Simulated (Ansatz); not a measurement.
# CHB (triplet): the correlation ladder at a displaced geometry (v1), 6-31G

The task here is to estimate one member of a computed series from the others.

Method: 6-31G, core rule «outside noble gas», up to 2 orbitals frozen; program: Ansatz 0.2.0, Gaussian basis.

Plan: UHF; CCSD(T) on ROHF; CCSD(T) on UHF; BCCD(T) on ROHF; CISD; CCSDT(Q) on ROHF; CCSDT(Q) on UHF; CCSDTQ on ROHF; CCSDTQ on UHF; CASSCF and MRCISD+Q, 8 electrons in 9 orbitals; CASSCF and NEVPT4(SD), 8 electrons in 9 orbitals; CASSCF and NEVPT2, 8 electrons in 9 orbitals; Full CI; Full CI in the symmetry of the determinant.

25 further runs of the same task are left out: 1 for a mislabelled method, 7 that didn't finish, 17 set aside as unsound or not needed.

## The geometry

The geometry is a PBE0/def2-TZVP stationary point (not a proven minimum) with its atoms shifted at random (size 0.040 Å).

3 atoms, charge 0, spin multiplicity 3.

Atoms are counted from 1 here; the program's logs count them from 0.

Bond lengths: B1–C2 1.460 Å, B1–H3 1.127 Å. Angles: C2–B1–H3 177.2°.

Set-up of the first run:

in.yaml reads:

```yaml
crystal:
  periodic: [false, false, false]
  atoms:
    - {symbol: B, position_ang: [-0.015433, -0.009008, 0.111709]}
    - {symbol: C, position_ang: [-0.016266, -0.025151, -1.348363]}
    - {symbol: H, position_ang: [0.031698, 0.034159, 1.236654]}
basis:
  gaussian: {orbitals: 6-31G}
magnetization: {spin_polarized: true, initial_magnetization: 2}
hamiltonian: {xc: hf}
output: {orbitals: {seedname: orbitals}}
```

Command:

```
$ ansatz run in.yaml --threads 1 --pin off --events-out ev --progress --plain --max-ram 2393MiB
```

Steps of the session up to this table: UHF; CCSD(T) on ROHF; CCSD(T) on UHF; BCCD(T) on ROHF; CISD; CCSDT(Q) on ROHF; CCSDT(Q) on UHF; CCSDTQ on ROHF; CCSDTQ on UHF; CASSCF and MRCISD+Q, 8 electrons in 9 orbitals; CASSCF and NEVPT4(SD), 8 electrons in 9 orbitals; CASSCF and NEVPT2, 8 electrons in 9 orbitals; Full CI; Full CI in the symmetry of the determinant.

One table of the session follows, with a row left open; its other results are not shown here.

```
            method  from FCI (kcal/mol)
               UHF                    ?
              UMP2               +26.49
             UCCSD                +3.54
          UCCSD(T)                +1.22
            UCCSDT                +0.26
         UCCSDT(Q)                +0.01
           UCCSDTQ                +0.02
    CASSCF valence               +22.40
    NEVPT2 valence                +6.56
NEVPT4(SD) valence                +0.97
    MRCISD valence                +0.67
  MRCISD+Q valence                +0.24
               FCI                    0
```

**Question.** Estimate the row for UHF.

**Answer.** from FCI (kcal/mol): +76.21. In the column «from FCI (kcal/mol)» it is the highest.

Left out of the table: ROHF, RMP2, CISD, RCCSD, RCCSD(T), BCCD(T), RCCSDT, RCCSDT(Q), RCCSDTQ (another determinant or state than the rows shown).

To keep in mind: Levels on UHF freeze UHF's core orbitals, full CI those of ROHF, so the U rows can settle a little off it for that reason alone.
